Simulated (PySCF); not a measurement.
OSi, SMILES O=[Si] (connectivity only; charge and spin as stated), charge +1, multiplicity 2. Coordinates come from a PBE-D3(BJ)/def2-TZVPD optimisation. The spin state was assumed, not searched.

These are PySCF with PBE-D3(BJ)/def2-TZVPD values and carry that method's errors.

Harmonic wavenumbers (cm⁻¹): 1148. Rotational constants (GHz): 21.22 (linear); symmetry number 1.

Question: Work out the zero-point energy and the ideal-gas rigid-rotor harmonic-oscillator thermochemistry at 298.15 K and 1 atm.

Answer: ZPE = ½ Σ hcν = ½ × 1148 cm⁻¹ = 1.64 kcal/mol. H − E(el) = 3.73 kcal/mol. Entropy in cal/(mol K): translation 37.28, rotation 13.27, vibration 0.05, spin 1.38, total 51.98. G − E(el) = -11.77 kcal/mol. Cp = 7.20 cal/(mol K).
